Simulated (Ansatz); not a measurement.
Two isomers of C2H5FN2: A = `N/C=C(\N)F`, B = `FC1NCN1`.

Gas-phase electronic energies from Ansatz, PBE0-D4/def2-TZVP geometries. CCSD(T)/CBS adds triple-zeta CCSD(T) − MP2 to the extrapolated MP2 energy (def2 sets, frozen cores). Functionals use def2-TZVPP. B3LYP here is the variant with VWN-RPA as its local correlation; programs differ in this. One conformer a species, not always the lowest.

(1) Which isomer does CCSD(T)/CBS put lower? Give the gap. (Estimate.)

(2) Give E(B) − E(A) in kJ/mol with r2SCAN-D4, B3LYP, PBE0-D4, B2PLYP, HF/def2-TZVPP, PBE-D4, CCSD(T)/def2-TZVPP. (An estimate is asked.)

Largest T1 diagnostic: 0.012.

Results:

(1) Computed: A, by 48.2 kJ/mol.

(2) The calculation gave: r2SCAN-D4 55.6, B3LYP 64.4, PBE0-D4 45.7, B2PLYP 56.1, HF/def2-TZVPP 43.6, PBE-D4 55.8, CCSD(T)/def2-TZVPP 43.9. None reverses the order clearly.

From PBE to PBE0 (25 % exact exchange), in def2-TZVPP and without D4, E(B) − E(A) moves by −10.3 kJ/mol.
